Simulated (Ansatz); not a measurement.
Consider the formal loss of a carbene: `C[Si]Cl` → `[CH2]` (triplet) + `[SiH]Cl`.

Isolated molecules relaxed with PBE0-D4/def2-TZVP in Ansatz; ΔE leaves out vibrations. CCSD(T)/CBS is the MP2 limit (def2-TZVPP, def2-QZVPP) plus CCSD(T) − MP2 in def2-TZVPP, frozen cores. This one scheme is used for every species. DFT in def2-TZVPP. B3LYP here is the variant with VWN-RPA as its local correlation; programs differ in this. HSE06 is defined as in plane-wave codes. Triplets are unrestricted, without spin–orbit coupling.

`C[Si]Cl`:

```xyz
6

C    -0.415    0.379   -0.212
Si    1.310   -0.321   -0.519
Cl    1.415   -1.597    1.138
H    -1.154   -0.430   -0.191
H    -0.699    1.100   -0.983
H    -0.456    0.869    0.768
```

`[CH2]` (triplet):

```xyz
3

C     0.150    0.007   -0.232
H    -0.293   -0.960   -0.056
H     0.144    0.953    0.288
```

`[SiH]Cl`:

```xyz
3

Si    0.246    0.335   -0.713
Cl    0.979   -0.473    1.054
H    -1.224    0.138   -0.341
```

| level | ΔE (kJ/mol) | difference from CCSD(T)/CBS |
| --- | --- | --- |
| PBE-D4 | 497.7 | 8.2 |
| r2SCAN0-D4 | 466.3 | -23.2 |
| HSE06-D4 | 488.7 | -0.8 |
| BHLYP-D4 | 469.2 | -20.3 |
| PBE | 491.8 | 2.3 |
| r2SCAN | 470.0 | -19.5 |
| B3LYP | 472.0 | -17.5 |
| BHLYP | 461.6 | -27.9 |
| HF/def2-TZVPP | 335.4 | -154.1 |
| MP2/def2-QZVPP | 500.6 | 11.1 |
| CCSD(T)/CBS | 489.5 | 0 |

Largest T1 diagnostic among the species: 0.013.

Leaving LDA and LC-ωPBE aside and taking each functional with its dispersion term where it has one, the values, not all of them listed here, spread over 32.3 kJ/mol, from r2SCAN0-D4 to ωB97X-V. LDA lies +73.2 kJ/mol from PBE without D4. In def2-TZVPP, CCSD(T) changes the Hartree–Fock value by +140.2 kJ/mol (the triples alone add +12.2 kJ/mol) and MP2 by +157.0 kJ/mol. From r2SCAN to r2SCAN0 (25 % exact exchange), in def2-TZVPP and without D4, ΔE moves by −5.4 kJ/mol.
